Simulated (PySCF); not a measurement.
## `C#CC#CC`, C5H4

Molfile (atoms numbered from 1):
```
C5H4
     RDKit          3D

  9  8  0  0  0  0  0  0  0  0999 V2000
    2.3900    1.8756    0.9268 C   0  0  0  0  0  0  0  0  0  0  0  0
    1.4809    1.1612    0.5901 C   0  0  0  0  0  0  0  0  0  0  0  0
    0.4536    0.3562    0.2099 C   0  0  0  0  0  0  0  0  0  0  0  0
   -0.4585   -0.3593   -0.1242 C   0  0  0  0  0  0  0  0  0  0  0  0
   -1.5466   -1.2146   -0.5270 C   0  0  0  0  0  0  0  0  0  0  0  0
    3.1806    2.4977    1.2204 H   0  0  0  0  0  0  0  0  0  0  0  0
   -2.5010   -0.7502   -0.2764 H   0  0  0  0  0  0  0  0  0  0  0  0
   -1.5092   -1.3861   -1.6035 H   0  0  0  0  0  0  0  0  0  0  0  0
   -1.4764   -2.1744   -0.0140 H   0  0  0  0  0  0  0  0  0  0  0  0
  1  2  3  0
  2  3  1  0
  3  4  3  0
  4  5  1  0
  1  6  1  0
  5  7  1  0
  5  8  1  0
  5  9  1  0
M  END
```

Theory: quadratic response PBE0/def2-SVPD first hyperpolarisability, Taylor convention, gas phase in PySCF. Geometry: GFN2-xTB.

(1) Give the tensor of the second harmonic β(−2ω;ω,ω) at 1550 nm in the axes of these coordinates.

Answers

(1) In au, Taylor convention; rows are the first index (the induced dipole):
```
      xx     yy     zz     xy     xz     yz
x  -94.9  -50.5  -21.3  -61.9  -29.4  -17.4
y  -62.0  -54.9  -13.9  -50.3  -17.4  -22.2
z  -29.5  -22.2   -9.9  -17.4  -21.1  -13.8
```
Norm of βᵢ = ⅓ Σⱼ (βᵢⱼⱼ + βⱼᵢⱼ + βⱼⱼᵢ): 220.4 au, hyper-Rayleigh value 86.2 au.
